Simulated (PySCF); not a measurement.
# CH4S2 (Hydrogen methyl disulfide): the cost of one run

The runs use PySCF 2.14.0, with density-fitted response routines of our own; the level of theory stands in each step. All values are computed, except where a source is named. Atoms count from 0, in the outputs and in this text.

## Step 1: The molecule as given

7 atoms, charge 0, multiplicity 1; geometry from: GFN2-xTB. The atoms were then displaced at random by about 0.01 Å, so the start is not that level's minimum.

Bonds of the start (Å): C0–S1 1.79, S1–S2 2.03, C0–H3 1.07, C0–H4 1.09, C0–H5 1.11, S2–H6 1.35.

## Step 2: Optimising the geometry at PBE0-D3(BJ)/def2-SVP

The job: settings as JSON, then the geometry in Å.

```
{"job": {"xc": "PBE0", "basis": "def2-SVP", "d3": "d3bj", "grid": 1, "shake": 0.01, "kind": "geom"}, "charge": 0, "multiplicity": 1}
C     -0.962260     0.013650     0.226540
S      0.468330    -0.530440     1.160210
S      1.890180    -0.591820    -0.289110
H     -1.777680     0.034850     0.919390
H     -1.177140    -0.655140    -0.605740
H     -0.815820     1.050070    -0.151500
H      2.408350     0.649740    -0.138750
```

Started as:

```sh
OMP_NUM_THREADS=1 python probes_run.py task.json out
```

This one command runs all jobs of the session in turn.

**Question.** How long does this first job take on 1 thread of Arm Neoverse V1, shared host, and how much memory does it need?

About 5.1 s, with a peak of 0.31 GiB.
